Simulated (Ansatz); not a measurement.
in.yaml

```yaml
crystal:
  periodic: [false, false, false]
  atoms:
    - {symbol: C, position_ang: [0.000000, -0.762388, 1.596329]}
    - {symbol: P, position_ang: [0.000000, 0.565097, 0.628045]}
    - {symbol: P, position_ang: [0.000000, -0.235451, -1.332953]}
    - {symbol: H, position_ang: [0.000000, -1.045256, 2.639669]}
basis:
  gaussian: {orbitals: cc-pVDZ}
magnetization: {spin_polarized: false, initial_magnetization: 5}
correlation: {method: fic_mrcisd_q, electrons: outside_noble_gas, active_space: {window: {electrons: 11, orbitals: 11}, shells: [{species: C, l: s, shell: 2}, {species: C, l: p, shell: 2}, {species: H, l: s, shell: 1}, {species: P, l: p, shell: 3}]}}
```

```sh
$ ansatz run in.yaml --threads 1 --pin off --events-out ev --progress --plain --max-ram 2393MiB
```

The program prints:

```
1044 factors; integrals over basis functions are off by at most 1.5e-7 eV
mean field evaluation 1: about -19582.9538 eV, gradient 1.5e1 eV
mean field evaluation 2: about -19583.0170 eV, gradient 1.5e1 eV
mean field evaluation 4: about -19584.5539 eV, gradient 2.5e0 eV
mean field evaluation 8: about -19584.6980 eV, gradient 6.8e-1 eV
mean field evaluation 16: about -19584.7079 eV, gradient 1.5e-6 eV
mean field evaluation 32: about -19583.7137 eV, gradient 9.7e-1 eV
mean field evaluation 64: about -19581.2489 eV, gradient 1.6e1 eV
mean field -19584.70791869 eV, -719.7247410199 hartree, gradient 1.5e-6 eV, S^2 8.750000; 6 other end points of the search recorded, 0 dependent functions left out
reference -19584.70791869 eV, -719.7247410199 hartree; 21, 16 occupied and 34, 39 virtual orbitals, 1044 factors
state -19586.26151041 eV, -719.7818344625 hartree
contracted CI cycle   1: correlation 0.00000000 eV, 0.0000000000 hartree, residual 1.97e1 eV
contracted CI cycle   2: correlation -6.14478670 eV, -0.2258167463 hartree, residual 3.58e0 eV
contracted CI cycle   3: correlation -6.35108007 eV, -0.2333978878 hartree, residual 8.08e-1 eV
contracted CI cycle   4: correlation -6.36273315 eV, -0.2338261304 hartree, residual 2.43e-1 eV
contracted CI cycle   5: correlation -6.36381973 eV, -0.2338660617 hartree, residual 8.30e-2 eV
contracted CI cycle   6: correlation -6.36394552 eV, -0.2338706843 hartree, residual 2.85e-2 eV
contracted CI cycle   7: correlation -6.36396018 eV, -0.2338712229 hartree, residual 9.53e-3 eV
contracted CI cycle   8: correlation -6.36396169 eV, -0.2338712784 hartree, residual 2.92e-3 eV
contracted CI cycle   9: correlation -6.36396183 eV, -0.2338712837 hartree, residual 9.40e-4 eV
state -19586.26151041 eV, -719.7818344625 hartree; corrected -19593.38302811 eV, -720.0435454109 hartree
Total energy: -19593.38302811 eV, -720.0435454109 hartree
Checks for a lower state left out: starts, orbital_swaps
```

For the same geometry and basis UCCSDT(Q) lies 107.4 meV lower.

Ran on 1 thread of Arm Neoverse V1, shared host: 16 s wall, 0.97 GiB peak host memory.
